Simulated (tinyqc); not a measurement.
Coupled-perturbed Hartree-Fock on RHF in the sto-6g basis, for BH3, spin multiplicity 1, step by step (part 1 of 2). Computed by tinyqc, a small Python program that keeps every step (integrals from PySCF). Settings: charge = 0, multiplicity = 1, basis = sto-6g, method = RHF, energy threshold = 1e-10, iteration cap = 87, orthogonalisation = symmetric, start = atomic densities, DIIS depth = 6. Command: `OMP_NUM_THREADS=1 python tinyqc.py 24304 24305 out.jsonl` (the two numbers bound the seeds that draw the settings). One thread of a shared host (Intel(R) Xeon(R) Processor @ 2.60GHz), about 0.4 s of CPU time with the checks. The early iterations of the SCF are left out here.

## One-electron integrals

Geometry (angstrom):
```
atom          x          y         z
B      0.000000   0.000000  0.012000
H      1.136000   0.000000  0.000000
H     -0.568000   0.984000  0.000000
H     -0.568000  -0.984000  0.000000
```

Basis sto-6g: exponents (1/bohr^2) and contraction coefficients of normalised primitives:
```
element  l (shell)    exponent  coefficient
B            s (1)  506.011147     0.009164
B            s (1)   92.776814     0.049362
B            s (1)   25.955658     0.168538
B            s (1)    8.916445     0.370563
B            s (1)    3.462507     0.416492
B            s (1)    1.426054     0.130334
B            s (2)   23.194575    -0.013253
B            s (2)    4.590810    -0.046992
B            s (2)    1.426819    -0.033785
B            s (2)    0.548948     0.250242
B            s (2)    0.238410     0.595117
B            s (2)    0.109280     0.240706
B            p (3)   23.194575     0.003760
B            p (3)    4.590810     0.037679
B            p (3)    1.426819     0.173897
B            p (3)    0.548948     0.418036
B            p (3)    0.238410     0.425859
B            p (3)    0.109280     0.101708
H            s (1)   35.523221     0.009164
H            s (1)    6.513144     0.049361
H            s (1)    1.822143     0.168538
H            s (1)    0.625955     0.370563
H            s (1)    0.243077     0.416492
H            s (1)    0.100112     0.130334
```

Overlap, kinetic and nuclear-attraction integrals over the contracted functions; the nuclear repulsion is the sum of Za Zb / Rab.

nuclear repulsion = 7.79304512 hartree

overlap S:
```
           1B 1s     1B 2s     1B 2px     1B 2py     1B 2pz      2H 1s      3H 1s      4H 1s
1B 1s   1.000000  0.264891   0.000000   0.000000   0.000000   0.077976   0.077947   0.077947
1B 2s   0.264891  1.000000   0.000000   0.000000   0.000000   0.504328   0.504239   0.504239
1B 2px  0.000000  0.000000   1.000000   0.000000   0.000000   0.505662  -0.252767  -0.252767
1B 2py  0.000000  0.000000   0.000000   1.000000   0.000000   0.000000   0.437893  -0.437893
1B 2pz  0.000000  0.000000   0.000000   0.000000   1.000000  -0.005342  -0.005340  -0.005340
2H 1s   0.077976  0.504328   0.505662   0.000000  -0.005342   1.000000   0.126247   0.126247
3H 1s   0.077947  0.504239  -0.252767   0.437893  -0.005340   0.126247   1.000000   0.126188
4H 1s   0.077947  0.504239  -0.252767  -0.437893  -0.005340   0.126247   0.126188   1.000000
```

kinetic energy T (hartree):
```
            1B 1s      1B 2s     1B 2px     1B 2py     1B 2pz      2H 1s      3H 1s      4H 1s
1B 1s   10.947243  -0.333880   0.000000   0.000000   0.000000  -0.009478  -0.009483  -0.009483
1B 2s   -0.333880   0.374498   0.000000   0.000000   0.000000   0.102463   0.102417   0.102417
1B 2px   0.000000   0.000000   1.125026   0.000000   0.000000   0.257385  -0.128630  -0.128630
1B 2py   0.000000   0.000000   0.000000   1.125026   0.000000   0.000000   0.222838  -0.222838
1B 2pz   0.000000   0.000000   0.000000   0.000000   1.125026  -0.002719  -0.002718  -0.002718
2H 1s   -0.009478   0.102463   0.257385   0.000000  -0.002719   0.768522  -0.011295  -0.011295
3H 1s   -0.009483   0.102417  -0.128630   0.222838  -0.002718  -0.011295   0.768522  -0.011299
4H 1s   -0.009483   0.102417  -0.128630  -0.222838  -0.002718  -0.011295  -0.011299   0.768522
```

nuclear attraction V (hartree):
```
             1B 1s      1B 2s     1B 2px     1B 2py     1B 2pz      2H 1s      3H 1s      4H 1s
1B 1s   -24.788979  -3.114302  -0.000010   0.000000   0.000679  -1.013354  -1.012959  -1.012959
1B 2s    -3.114302  -5.086493  -0.000058   0.000000   0.005440  -2.290341  -2.289800  -2.289800
1B 2px   -0.000010  -0.000058  -5.151687   0.000000   0.000001  -2.177550   1.088409   1.088409
1B 2py    0.000000   0.000000   0.000000  -5.151695   0.000000   0.000000  -1.885584   1.885584
1B 2pz    0.000679   0.005440   0.000001   0.000000  -4.955653   0.024216   0.024209   0.024209
2H 1s    -1.013354  -2.290341  -2.177550   0.000000   0.024216  -4.064565  -0.556217  -0.556217
3H 1s    -1.012959  -2.289800   1.088409  -1.885584   0.024209  -0.556217  -4.064214  -0.555949
4H 1s    -1.012959  -2.289800   1.088409   1.885584   0.024209  -0.556217  -0.555949  -4.064214
```

core Hamiltonian H = T + V (hartree):
```
             1B 1s      1B 2s     1B 2px     1B 2py     1B 2pz      2H 1s      3H 1s      4H 1s
1B 1s   -13.841736  -3.448182  -0.000010   0.000000   0.000679  -1.022832  -1.022442  -1.022442
1B 2s    -3.448182  -4.711995  -0.000058   0.000000   0.005440  -2.187878  -2.187383  -2.187383
1B 2px   -0.000010  -0.000058  -4.026661   0.000000   0.000001  -1.920165   0.959779   0.959779
1B 2py    0.000000   0.000000   0.000000  -4.026669   0.000000   0.000000  -1.662745   1.662745
1B 2pz    0.000679   0.005440   0.000001   0.000000  -3.830626   0.021497   0.021491   0.021491
2H 1s    -1.022832  -2.187878  -1.920165   0.000000   0.021497  -3.296043  -0.567512  -0.567512
3H 1s    -1.022442  -2.187383   0.959779  -1.662745   0.021491  -0.567512  -3.295691  -0.567247
4H 1s    -1.022442  -2.187383   0.959779   1.662745   0.021491  -0.567512  -0.567247  -3.295691
```

## Two-electron integrals

Functions are numbered as in S; the eight-fold symmetry (ij|kl) = (ji|kl) = (kl|ij) leaves the list below.

Two-electron integrals (ij|kl) in chemists' order, unique and non-zero (hartree):
```
(11|11) 2.924993    (21|11) 0.480756    (21|21) 0.099484    (22|11) 0.743449
(22|21) 0.188967    (22|22) 0.544922    (31|31) 0.021096    (32|31) 0.030854
(32|32) 0.120443    (33|11) 0.743450    (33|21) 0.188967    (33|22) 0.544922
(33|33) 0.587109    (41|41) 0.021096    (42|41) 0.030854    (42|42) 0.120443
(43|43) 0.031641    (44|11) 0.743450    (44|21) 0.188967    (44|22) 0.544922
(44|33) 0.523827    (44|44) 0.587109    (51|51) 0.021096    (52|51) 0.030854
(52|52) 0.120443    (53|53) 0.031641    (54|54) 0.031641    (55|11) 0.743450
(55|21) 0.188967    (55|22) 0.544922    (55|33) 0.523827    (55|44) 0.523827
(55|55) 0.587109    (61|11) 0.147637    (61|21) 0.029537    (61|22) 0.055439
(61|31) 0.002311    (61|32) 0.004351    (61|33) 0.056044    (61|44) 0.055137
(61|51) -0.000024   (61|52) -0.000046   (61|53) -0.000010   (61|55) 0.055137
(61|61) 0.009098    (62|11) 0.308998    (62|21) 0.079599    (62|22) 0.247467
(62|31) 0.009282    (62|32) 0.051654    (62|33) 0.260574    (62|44) 0.240911
(62|51) -0.000098   (62|52) -0.000546   (62|53) -0.000208   (62|55) 0.240913
(62|61) 0.024945    (62|62) 0.147517    (63|11) 0.274884    (63|21) 0.071908
(63|22) 0.235614    (63|31) 0.016233    (63|32) 0.084336    (63|33) 0.260582
(63|44) 0.223129    (63|51) -0.000077   (63|52) -0.000478   (63|53) -0.000290
(63|55) 0.223131    (63|61) 0.023854    (63|62) 0.165012    (63|63) 0.198333
(64|41) 0.008949    (64|42) 0.039097    (64|43) 0.010027    (64|54) -0.000106
(64|64) 0.017624    (65|11) -0.002904   (65|21) -0.000760   (65|22) -0.002489
(65|31) -0.000077   (65|32) -0.000478   (65|33) -0.002541   (65|44) -0.002357
(65|51) 0.008949    (65|52) 0.039102    (65|53) 0.010029    (65|55) -0.002569
(65|61) -0.000252   (65|62) -0.001743   (65|63) -0.001909   (65|65) 0.017644
(66|11) 0.456582    (66|21) 0.120142    (66|22) 0.417536    (66|31) 0.018469
(66|32) 0.130645    (66|33) 0.467325    (66|44) 0.392638    (66|51) -0.000195
(66|52) -0.001380   (66|53) -0.000789   (66|55) 0.392647    (66|61) 0.038789
(66|62) 0.306665    (66|63) 0.375040    (66|65) -0.003962   (66|66) 0.774999
(71|11) 0.147580    (71|21) 0.029525    (71|22) 0.055418    (71|31) -0.001155
(71|32) -0.002174   (71|33) 0.055342    (71|41) 0.002001    (71|42) 0.003767
(71|43) -0.000393   (71|44) 0.055796    (71|51) -0.000024   (71|52) -0.000046
(71|53) 4.79e-06    (71|54) -0.000008   (71|55) 0.055116    (71|61) 0.008674
(71|62) 0.022652    (71|63) 0.019886    (71|64) 0.001020    (71|65) -0.000229
(71|66) 0.033825    (71|71) 0.009091    (72|11) 0.308923    (72|21) 0.079580
(72|22) 0.247413    (72|31) -0.004639   (72|32) -0.025819   (72|33) 0.245772
(72|41) 0.008037    (72|42) 0.044728    (72|43) -0.008512   (72|44) 0.255605
(72|51) -0.000098   (72|52) -0.000545   (72|53) 0.000104    (72|54) -0.000180
(72|55) 0.240860    (72|61) 0.022655    (72|62) 0.102134    (72|63) 0.090240
(72|64) 0.012283    (72|65) -0.001178   (72|66) 0.165565    (72|71) 0.024929
(72|72) 0.147461    (73|11) -0.137397   (73|21) -0.035942   (73|22) -0.117772
(73|31) 0.010766    (73|32) 0.050392    (73|33) -0.123728   (73|41) -0.003153
(73|42) -0.019585   (73|43) 0.012448    (73|44) -0.118055   (73|51) 0.000038
(73|52) 0.000239    (73|53) -0.000152   (73|54) 0.000080    (73|55) -0.111532
(73|61) -0.009060   (73|62) -0.034480   (73|63) -0.020611   (73|64) -0.002955
(73|65) 0.000391    (73|66) -0.046102   (73|71) -0.011919   (73|72) -0.082467
(73|73) 0.062768    (74|11) 0.238026    (74|21) 0.062266    (74|22) 0.204027
(74|31) -0.003153   (74|32) -0.019585   (74|33) 0.196982    (74|41) 0.014409
(74|42) 0.073015    (74|43) -0.011535   (74|44) 0.221882    (74|51) -0.000067
(74|52) -0.000414   (74|53) 0.000080    (74|54) -0.000244   (74|55) 0.193218
(74|61) 0.017736    (74|62) 0.084301    (74|63) 0.074074    (74|64) 0.020443
(74|65) -0.000951   (74|66) 0.136500    (74|71) 0.020648    (74|72) 0.142866
(74|73) -0.078222   (74|74) 0.153126    (75|11) -0.002903   (75|21) -0.000759
(75|22) -0.002488   (75|31) 0.000038    (75|32) 0.000239    (75|33) -0.002402
(75|41) -0.000067   (75|42) -0.000414   (75|43) 0.000080    (75|44) -0.002494
(75|51) 0.008947    (75|52) 0.039092    (75|53) -0.005013   (75|54) 0.008684
(75|55) -0.002568   (75|61) -0.000229   (75|62) -0.001178   (75|63) -0.001019
(75|64) -0.000137   (75|65) 0.011256    (75|66) -0.002010   (75|71) -0.000252
(75|72) -0.001742   (75|73) 0.000954    (75|74) -0.001653   (75|75) 0.017636
(76|11) 0.075175    (76|21) 0.019320    (76|22) 0.060512    (76|31) 0.000953
(76|32) 0.005300    (76|33) 0.061108    (76|41) 0.001652    (76|42) 0.009181
(76|43) 0.000412    (76|44) 0.061584    (76|51) -0.000040   (76|52) -0.000224
(76|53) -0.000031   (76|54) -0.000054   (76|55) 0.058846    (76|61) 0.005830
(76|62) 0.031278    (76|63) 0.032290    (76|64) 0.003361    (76|65) -0.000403
(76|66) 0.059222    (76|71) 0.005828    (76|72) 0.031273    (76|73) -0.013231
(76|74) 0.029643    (76|75) -0.000402   (76|76) 0.008151    (77|11) 0.456521
(77|21) 0.120127    (77|22) 0.417497    (77|31) -0.009231   (77|32) -0.065306
(77|33) 0.411265    (77|41) 0.015992    (77|42) 0.113136    (77|43) -0.032334
(77|44) 0.448616    (77|51) -0.000195   (77|52) -0.001380   (77|53) 0.000394
(77|54) -0.000683   (77|55) 0.392609    (77|61) 0.033834    (77|62) 0.165586
(77|63) 0.141273    (77|64) 0.028317    (77|65) -0.002010   (77|66) 0.267877
(77|71) 0.038769    (77|72) 0.306599    (77|73) -0.187462   (77|74) 0.324759
(77|75) -0.003960   (77|76) 0.059222    (77|77) 0.774999    (81|11) 0.147580
(81|21) 0.029525    (81|22) 0.055418    (81|31) -0.001155   (81|32) -0.002174
(81|33) 0.055342    (81|41) -0.002001   (81|42) -0.003767   (81|43) 0.000393
(81|44) 0.055796    (81|51) -0.000024   (81|52) -0.000046   (81|53) 4.79e-06
(81|54) 0.000008    (81|55) 0.055116    (81|61) 0.008674    (81|62) 0.022652
(81|63) 0.019886    (81|64) -0.001020   (81|65) -0.000229   (81|66) 0.033825
(81|71) 0.008670    (81|72) 0.022646    (81|73) -0.010823   (81|74) 0.016709
(81|75) -0.000229   (81|76) 0.005397    (81|77) 0.033820    (81|81) 0.009091
(82|11) 0.308923    (82|21) 0.079580    (82|22) 0.247413    (82|31) -0.004639
(82|32) -0.025819   (82|33) 0.245772    (82|41) -0.008037   (82|42) -0.044728
(82|43) 0.008512    (82|44) 0.255605    (82|51) -0.000098   (82|52) -0.000545
(82|53) 0.000104    (82|54) 0.000180    (82|55) 0.240860    (82|61) 0.022655
(82|62) 0.102134    (82|63) 0.090240    (82|64) -0.012283   (82|65) -0.001178
(82|66) 0.165565    (82|71) 0.022646    (82|72) 0.102108    (82|73) -0.055737
(82|74) 0.072001    (82|75) -0.001178   (82|76) 0.023549    (82|77) 0.165542
(82|81) 0.024929    (82|82) 0.147461    (83|11) -0.137397   (83|21) -0.035942
(83|22) -0.117772   (83|31) 0.010766    (83|32) 0.050392    (83|33) -0.123728
(83|41) 0.003153    (83|42) 0.019585    (83|43) -0.012448   (83|44) -0.118055
(83|51) 0.000038    (83|52) 0.000239    (83|53) -0.000152   (83|54) -0.000080
(83|55) -0.111532   (83|61) -0.009060   (83|62) -0.034480   (83|63) -0.020611
(83|64) 0.002955    (83|65) 0.000391    (83|66) -0.046102   (83|71) -0.010823
(83|72) -0.055737   (83|73) 0.040952    (83|74) -0.038502   (83|75) 0.000628
(83|76) -0.009950   (83|77) -0.095122   (83|81) -0.011919   (83|82) -0.082467
(83|83) 0.062768    (84|11) -0.238026   (84|21) -0.062266   (84|22) -0.204027
(84|31) 0.003153    (84|32) 0.019585    (84|33) -0.196982   (84|41) 0.014409
(84|42) 0.073015    (84|43) -0.011535   (84|44) -0.221882   (84|51) 0.000067
(84|52) 0.000414    (84|53) -0.000080   (84|54) -0.000244   (84|55) -0.193218
(84|61) -0.017736   (84|62) -0.084301   (84|63) -0.074074   (84|64) 0.020443
(84|65) 0.000951    (84|66) -0.136500   (84|71) -0.016709   (84|72) -0.072001
(84|73) 0.038502    (84|74) -0.041147   (84|75) 0.000813    (84|76) -0.017238
(84|77) -0.108176   (84|81) -0.020648   (84|82) -0.142866   (84|83) 0.078222
(84|84) 0.153126    (85|11) -0.002903   (85|21) -0.000759   (85|22) -0.002488
(85|31) 0.000038    (85|32) 0.000239    (85|33) -0.002402   (85|41) 0.000067
(85|42) 0.000414    (85|43) -0.000080   (85|44) -0.002494   (85|51) 0.008947
(85|52) 0.039092    (85|53) -0.005013   (85|54) -0.008684   (85|55) -0.002568
(85|61) -0.000229   (85|62) -0.001178   (85|63) -0.001019   (85|64) 0.000137
(85|65) 0.011256    (85|66) -0.002010   (85|71) -0.000229   (85|72) -0.001178
(85|73) 0.000628    (85|74) -0.000813   (85|75) 0.011253    (85|76) -0.000295
(85|77) -0.002010   (85|81) -0.000252   (85|82) -0.001742   (85|83) 0.000954
(85|84) 0.001653    (85|85) 0.017636    (86|11) 0.075175    (86|21) 0.019320
(86|22) 0.060512    (86|31) 0.000953    (86|32) 0.005300    (86|33) 0.061108
(86|41) -0.001652   (86|42) -0.009181   (86|43) -0.000412   (86|44) 0.061584
(86|51) -0.000040   (86|52) -0.000224   (86|53) -0.000031   (86|54) 0.000054
(86|55) 0.058846    (86|61) 0.005830    (86|62) 0.031278    (86|63) 0.032290
(86|64) -0.003361   (86|65) -0.000403   (86|66) 0.059222    (86|71) 0.005397
(86|72) 0.023549    (86|73) -0.009950   (86|74) 0.017238    (86|75) -0.000295
(86|76) 0.006488    (86|77) 0.037361    (86|81) 0.005828    (86|82) 0.031273
(86|83) -0.013231   (86|84) -0.029643   (86|85) -0.000402   (86|86) 0.008151
(87|11) 0.075139    (87|21) 0.019311    (87|22) 0.060484    (87|31) -0.001906
(87|32) -0.010594   (87|33) 0.061791    (87|44) 0.060842    (87|51) -0.000040
(87|52) -0.000224   (87|53) 0.000063    (87|55) 0.058818    (87|61) 0.005397
(87|62) 0.023544    (87|63) 0.019898    (87|65) -0.000295   (87|66) 0.037348
(87|71) 0.005825    (87|72) 0.031256    (87|73) -0.019041   (87|74) 0.026269
(87|75) -0.000402   (87|76) 0.006485    (87|77) 0.059190    (87|81) 0.005825
(87|82) 0.031256    (87|83) -0.019041   (87|84) -0.026269   (87|85) -0.000402
(87|86) 0.006485    (87|87) 0.008143    (88|11) 0.456521    (88|21) 0.120127
(88|22) 0.417497    (88|31) -0.009231   (88|32) -0.065306   (88|33) 0.411265
(88|41) -0.015992   (88|42) -0.113136   (88|43) 0.032334    (88|44) 0.448616
(88|51) -0.000195   (88|52) -0.001380   (88|53) 0.000394    (88|54) 0.000683
(88|55) 0.392609    (88|61) 0.033834    (88|62) 0.165586    (88|63) 0.141273
(88|64) -0.028317   (88|65) -0.002010   (88|66) 0.267877    (88|71) 0.033820
(88|72) 0.165542    (88|73) -0.095122   (88|74) 0.108176    (88|75) -0.002010
(88|76) 0.037361    (88|77) 0.267839    (88|81) 0.038769    (88|82) 0.306599
(88|83) -0.187462   (88|84) -0.324759   (88|85) -0.003960   (88|86) 0.059222
(88|87) 0.059190    (88|88) 0.774999
```

## Orthogonalisation

S = U s U^T; symmetric (Loewdin) form X = U s^(-1/2) U^T, so that X^T S X = 1.

eigenvalues of S: 0.226566  0.314402  0.314427  0.946248  1.000134  1.559332  1.559386  2.079506

X:
```
            1B 1s      1B 2s     1B 2px     1B 2py     1B 2pz      2H 1s      3H 1s      4H 1s
1B 1s    1.031797  -0.177412  -0.000004   0.000000   0.000400   0.024265   0.024266   0.024266
1B 2s   -0.177412   1.512188   0.000106   0.000000  -0.005026  -0.387248  -0.387098  -0.387098
1B 2px  -0.000004   0.000106   1.242293   0.000000  -0.000001  -0.399144   0.199484   0.199484
1B 2py   0.000000   0.000000   0.000000   1.242286   0.000000   0.000000  -0.345601   0.345601
1B 2pz   0.000400  -0.005026  -0.000001   0.000000   1.000052   0.004031   0.004029   0.004029
2H 1s    0.024265  -0.387248  -0.399144   0.000000   0.004031   1.320796  -0.021216  -0.021216
3H 1s    0.024266  -0.387098   0.199484  -0.345601   0.004029  -0.021216   1.320643  -0.021235
4H 1s    0.024266  -0.387098   0.199484   0.345601   0.004029  -0.021216  -0.021235   1.320643
```
